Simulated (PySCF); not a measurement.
**Working out the ionisation energy of F**

F [He] 2s2 2p5 (2P) → F⁺ [He] 2s2 2p4 (3P). All numbers are calculated (PySCF 2.14, the non-relativistic Hamiltonian (point nucleus), in pcseg-2 (4s3p2d1f, 30 functions)). Frozen: 1s2. Energies in hartree (1 hartree = 27.21139 eV):

| part | F (lower) | F⁺ (upper) |
| --- | --- | --- |
| UHF | -99.406432 | -98.830028 |
| CCSD correlation | -0.203423 | -0.149319 |
| (T) | -0.003406 | -0.001799 |

Question: What does Hartree-Fock give?

Answer: (-98.830028) − (-99.406432) = 0.576404 hartree = 15.685 eV.

Question: What do CCSD and CCSD(T) give?

Answer: The CCSD correlation energies differ by 0.054104 hartree = 1.472 eV and the triples by 0.001607 hartree = 0.044 eV, so CCSD gives 17.157 eV and CCSD(T) 17.201 eV.

Measured between the centres of the two terms (NIST): 17.427 eV, so CCSD(T) (valence) is off by -0.226 eV.

What remains against the reference includes basis incompleteness, the frozen core and higher excitations.
